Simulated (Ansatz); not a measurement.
## Isomers

Structures of MgSiNH6 (charge +1), singlet, relaxed at PBE0-D4/def2-TZVP (vibrations not checked; lower isomers may exist, and structures with a doubtful reference or unclear bonds are left out). Ansatz 0.2.0; basis: def2-TZVPP; cores frozen in the correlated methods. The outer core shell of Li, Na, Mg and K is correlated. The def2 sets are not built for correlating such inner shells, so the correlated values are less sure here. B3LYP uses VWN-RPA correlation.

Rank them by CCSD(T) energy, lowest first, and give each one's height above the lowest. Links in brackets join atoms within 1.22 times the sum of their covalent radii (1.1 for two metals). (An estimate is asked for; the value comes from the calculation.)
A.
MgSiNH₆ ([NH3][SiH2][MgH]), total charge +1
```
9
angstrom
N -0.7177 0.8509 -0.8616
Si 0.2261 -0.7242 -0.2517
Mg 1.1594 -0.6326 2.2402
H -1.0336 0.7153 -1.8225
H -0.1355 1.6877 -0.8572
H -1.5462 1.0565 -0.3044
H 1.1943 -0.7791 -1.3801
H -0.8526 -1.6951 -0.5789
H 1.7059 -0.4795 3.8162
```
B.
MgSiNH₆ ([NH2][Mg]12[H][SiH2]1[H]2), total charge +1
```
9
angstrom
N -0.8496 1.5897 -1.1375
Mg -0.0749 0.2673 -0.1233
Si 1.0856 -1.7095 1.3931
H -0.9970 1.5605 -2.1355
H -1.2016 2.4703 -0.7919
H 0.8097 -1.6324 -0.1082
H 2.5403 -1.6914 1.6056
H 0.2379 -2.7611 1.9739
H 0.5166 -0.3478 1.7905
```
C.
MgSiNH₆ ([NH3][Mg][SiH3]), total charge +1
```
9
angstrom
N -1.0109 1.6157 -1.3606
Mg -0.0904 0.1405 -0.1222
Si 1.0135 -1.6203 1.3641
H -1.3242 1.2499 -2.2598
H -0.3932 2.3955 -1.5862
H -1.8373 2.0388 -0.9379
H 2.4514 -1.6964 1.0036
H 0.3420 -2.9214 1.1202
H 0.8490 -1.2022 2.7788
```

By the calculation: C (0.00 kcal/mol), A (18.96 kcal/mol), B (28.64 kcal/mol). Heights count from the lowest.

Do PBE-D4, r2SCAN-D4, PBE0-D4, B3LYP-D4, wB97M-V, HF, MP2 give the same order? (Judge from chemistry; the calculation decides.)

By the calculation: All do.

T1 diagnostic: at most 0.011.

For scale, one of the runs: CCSD(T)/def2-TZVPP, 189 basis functions, launched by `ansatz run in.yaml --threads 2 --pin off --events-out ev --progress --plain --max-ram 4352MiB`. The run took 61 s on 2 CPU threads of an Arm Neoverse V2 (shared host), with 2.1 GiB of host memory at its peak.
